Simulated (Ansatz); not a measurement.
**BH₃O (triplet): from Hartree-Fock to the top rungs at distance B1–H4 along a hydrogen transfer = 1.366 Å, cc-pVDZ**

An exercise on one series of results from a longer session: the logs are not shown, and one member is left open.

Computed with Ansatz 0.2.0, Gaussian basis. Level: cc-pVDZ, core rule «outside noble gas», up to 2 orbitals frozen.

To be run: UHF; CCSD(T) on ROHF; CCSD(T) on UHF; BCCD(T) on ROHF; CISD; CCSDT(Q) on ROHF; CCSDT(Q) on UHF; CASSCF and MRCISD+Q, 4 electrons in 4 orbitals; CASSCF and NEVPT2, 4 electrons in 4 orbitals.

17 further runs of the same task are left out: 8 for a known fault of the program, 1 for a mislabelled method, 8 that didn't finish.

## What is computed

The geometry derives from fragments relaxed apart (PBE0/def2-TZVP) and kept rigid, so it is no stationary point. A hydrogen atom is moved between rigid fragments.

5 atoms, charge 0, spin multiplicity 3.

Atoms are counted from 1 here; the program's logs count them from 0.

Bond lengths: B1–H2 1.193 Å, B1–H3 1.193 Å, B1–H4 1.366 Å. Angles: H2–B1–H3 120.0°, H2–B1–H4 120.0°, H3–B1–H4 120.0°.

Set-up of the first run:

Input file in.yaml:

```yaml
crystal:
  periodic: [false, false, false]
  atoms:
    - {symbol: B, position_ang: [-1.501505, 0.000000, 0.000000]}
    - {symbol: H, position_ang: [-2.098238, 1.033571, 0.000000]}
    - {symbol: H, position_ang: [-2.098238, -1.033571, 0.000000]}
    - {symbol: H, position_ang: [-0.135505, 0.000000, 0.000000]}
    - {symbol: O, position_ang: [1.287495, 0.000000, 0.000000]}
basis:
  gaussian: {orbitals: cc-pVDZ}
magnetization: {spin_polarized: true, initial_magnetization: 2}
hamiltonian: {xc: hf}
output: {orbitals: {seedname: orbitals}}
```

Command:

```bash
$ ansatz run in.yaml --threads 1 --pin off --events-out ev --progress --plain --max-ram 2393MiB
```

Among the steps run: UHF; CCSD(T) on ROHF; CCSD(T) on UHF; BCCD(T) on ROHF; CISD; CCSDT(Q) on ROHF; CCSDT(Q) on UHF; CASSCF and MRCISD+Q, 4 electrons in 4 orbitals; CASSCF and NEVPT2, 4 electrons in 4 orbitals.

One table of the session follows, with a row left open; its other results are not shown here.

It belongs to the step «Misses and costs». 

```
     method  from UCCSDT(Q) (kcal/mol)
       ROHF                    +165.45
        UHF                    +159.53
       RMP2                     +29.56
       UMP2                     +28.80
       CISD                     +14.48
      RCCSD                      +3.15
      UCCSD                      +3.03
   RCCSD(T)                      +0.68
   UCCSD(T)                      +0.66
    BCCD(T)                      +0.71
     RCCSDT                      +0.19
     UCCSDT                      +0.15
  RCCSDT(Q)                          ?
  UCCSDT(Q)                          0
CASSCF pair                    +152.00
NEVPT2 pair                     +26.55
```

**Question.** Estimate the row for RCCSDT(Q).

As computed: from UCCSDT(Q) (kcal/mol): +0.03. In the column «from UCCSDT(Q) (kcal/mol)» it lies between UCCSDT(Q) (0) and UCCSDT (+0.15).

Not comparable, so not listed: CASSCF and MRCISD+Q, 4 electrons in 4 orbitals (they don't share determinant, frozen orbitals or solution with the rows shown, or repeat one).

To keep in mind: Restricted and unrestricted rows rest on different reference determinants; where their highest levels disagree by more than a few hundredths of an eV, they describe different states and don't form one ladder. Warnings in the runs' records: passed over end.
